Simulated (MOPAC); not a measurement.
MOPAC input (PM6):

```
PM6 PRECISE GNORM=0.05 LET XYZ GEO-OK AUX(PRECISION=9) THREADS=1
C5H5N

N    -0.00830295 1   -0.00857741 1    1.41153999 1
C     0.00810884 1    0.00837688 1   -1.37854107 1
C    -0.00946765 1    1.13487320 1    0.72647824 1
C     0.00100216 1   -1.14361852 1    0.71269428 1
C     0.00942122 1   -1.18916620 1   -0.67673701 1
C    -0.00154475 1    1.19730303 1   -0.66229982 1
H     0.01447612 1    0.01495463 1   -2.46100794 1
H    -0.01710307 1    2.04593336 1    1.31559467 1
H     0.00177208 1   -2.06177112 1    1.29074470 1
H     0.01679961 1   -2.14109152 1   -1.19083558 1
H    -0.00294306 1    2.15540611 1   -1.16484348 1
```

### Question
What heat of formation does the run end on?

### Answer
33.93 kcal/mol.
